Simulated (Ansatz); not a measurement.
## CaSn₂: from a trial structure to a relaxed crystal

All numbers below come from Ansatz 0.2.0, DFT PBE, scalar-relativistic, plane waves, PAW. Cutoff 420 eV, Γ-centred k mesh, Gaussian smearing, no spin polarisation in the final step.

CaSn₂ was placed on the fluorite structure type (Fm-3m, No. 225), with Sn in place of F, at a guessed volume.

```yaml
crystal:
  lattice:
    - [0.00000, 3.39085, 3.39085]
    - [3.39085, 0.00000, 3.39085]
    - [3.39085, 3.39085, 0.00000]
  atoms:
    - { symbol: Ca, position: [0.00000, 0.00000, 0.00000] }
    - { symbol: Sn, position: [0.25000, 0.25000, 0.25000] }
    - { symbol: Sn, position: [0.75000, 0.75000, 0.75000] }
```

Cell and atoms relax at zero pressure; the relaxation can't lower the symmetry of the start. After a coarse first stage the cell is made exact in the group found at 0.06 Å.

The zero of energy is the elements' standard structures at the same level; no fitted shifts are applied.

Which crystal results?

It keeps Fm-3m (No. 225). The result has the fluorite structure. Conventional cell: a = 7.296 Å. Ca has 8 Sn at 3.16 Å; Sn is coordinated by 4 Ca at 3.16 Å and 6 Sn at 3.65 Å.

Space group Fm-3m (No. 225). a = 7.296 Å, b = 7.296 Å, c = 7.296 Å, α = 90.00°, β = 90.00°, γ = 90.00°
```csv
atom,site,symmetry,x,y,z
Ca,4a,m-3m,0.0000,0.0000,0.0000
Sn,8c,-43m,0.2500,0.7500,0.7500
```

What are its volume, energy, density and gap?

The volume per atom is 32.37 Å³ and the density is 4.75 g/cm³. The energy over the elements is -0.15 eV/atom. The gap on the 12×12×12 mesh is 0 eV (a metal).

The final run used a 12×12×12 mesh on its 3-atom cell and 0.10 eV smearing. For metals, differences of a few meV/atom aren't resolved. Symmetry constrained the relaxation, so the result can be a saddle point.

Cost: 3 runs of about 0.63 core-minutes in all, on Arm Neoverse V2 (shared hosts).